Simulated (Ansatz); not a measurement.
The first iterations of a band of CH5Si2 (8 atoms, charge 0, multiplicity 2).

The calculation used Ansatz 0.2.0, UKS PBE0-D4/6-31G*.

* movable images: 1
* climbing image: yes
* spring: 5.0 eV/Å²
* optimiser: quadratic models (default)
* start path: through a guess of the saddle point
* force threshold: 0.05 eV/Å
* iteration limit: 60
* end points: relaxed

Initial state:

```xyz
8
Properties=species:S:1:pos:R:3
Si -0.753 1.393 -1.159
C -0.099 0.212 -0.143
Si 0.595 -1.091 0.918
H -2.214 1.576 -1.344
H 0.085 2.343 -1.932
H -0.350 -2.243 1.004
H 1.883 -1.589 0.354
H 0.854 -0.600 2.302
```

Final state:

```xyz
8
Properties=species:S:1:pos:R:3
Si -0.746 1.399 -1.157
C -0.126 0.196 -0.145
Si 0.580 -1.101 0.915
H -1.058 1.163 -2.588
H -1.035 2.776 -0.688
H -0.476 -1.848 1.659
H 1.346 -2.080 0.090
H 1.515 -0.505 1.914
```

| iteration | highest image above the first end (eV) | largest band force component (eV/Å) |
| --- | --- | --- |
| 1 | 0.210 | 1.172 |
| 2 | 0.082 | 0.519 |

Task: Does the band converge within its limit, and where does its top end?

Result: It converged. It ended after 6 iterations with the highest image 0.001 eV above the first end. The top lies less than 8 meV above the higher end, about what the thresholds resolve: that end is a shoulder or a very shallow well. Another band between the same ends (5 images) ends at a top of the same energy, where a vibrational analysis finds no clearly imaginary modes. So few images can step over the top or miss a turn of the path.

Time of the run: 32 s on 1 thread of Arm Neoverse V2 (shared host), peak memory 0.24 GiB.
